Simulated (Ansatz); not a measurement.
Calculated with Ansatz (gas phase, PBE0-D4/def2-TZVP geometries, no zero-point term in ΔE). CCSD(T)/CBS is the MP2 limit (def2-TZVPP, def2-QZVPP) plus CCSD(T) − MP2 in def2-TZVPP, frozen cores. This one scheme is used for every species. DFT in def2-TZVPP. B3LYP here is the variant with VWN-RPA as its local correlation; programs differ in this. HSE06 is defined as in plane-wave codes. Each species was taken in one conformer, which may not be the lowest.

Consider the formal hydrolysis of the Al–Si bond: `[BH2][AlH][SiH3]` + H₂O → `[BH2][AlH][OH]` + SiH₄.

(1) Is it downhill or uphill in electronic energy at CCSD(T)/CBS, and by how much? (An estimate is asked.)

(2) What do these levels give: LDA (SPW92), PBE-D4, B3LYP-D4, HSE06-D4, BHLYP-D4, PBE-QIDH, revPBE, PBE0, r2SCAN0, HF/def2-SVP, HF/def2-TZVPP, HF/def2-QZVPP? (An estimate is asked.)

(3) What do rigid-rotor, harmonic-oscillator terms from PBE0-D4/def2-TZVP frequencies (298.15 K, 1 bar) make of the CCSD(T)/CBS value? (Estimate.)

Largest T1 diagnostic among the species: 0.013.

Answers

(1) The calculation gave: Downhill: ΔE = -1.36 eV.

(2) The calculation gave: LDA (SPW92) -1.17, PBE-D4 -1.14, B3LYP-D4 -1.40, HSE06-D4 -1.18, BHLYP-D4 -1.46, PBE-QIDH -1.33, revPBE -1.15, PBE0 -1.21, r2SCAN0 -1.34, HF/def2-SVP -1.56, HF/def2-TZVPP -1.58, HF/def2-QZVPP -1.59 eV.

(3) Ansatz gave: ΔZPE = -0.02 eV, ΔH = -1.42 eV, ΔS = -29 J/(mol·K), ΔG = -1.33 eV. Modes under 50 cm⁻¹ make the entropy rough.

In def2-TZVPP, CCSD(T) changes the Hartree–Fock value by +0.19 eV (the triples alone add +0.02 eV) and MP2 by +0.08 eV. The D4 term adds +0.03 eV with B3LYP and +0.02 eV with PBE0; it sums over pairs of atoms, weighted by their polarisabilities, and B3LYP, whose exchange is more repulsive, gets the larger term.
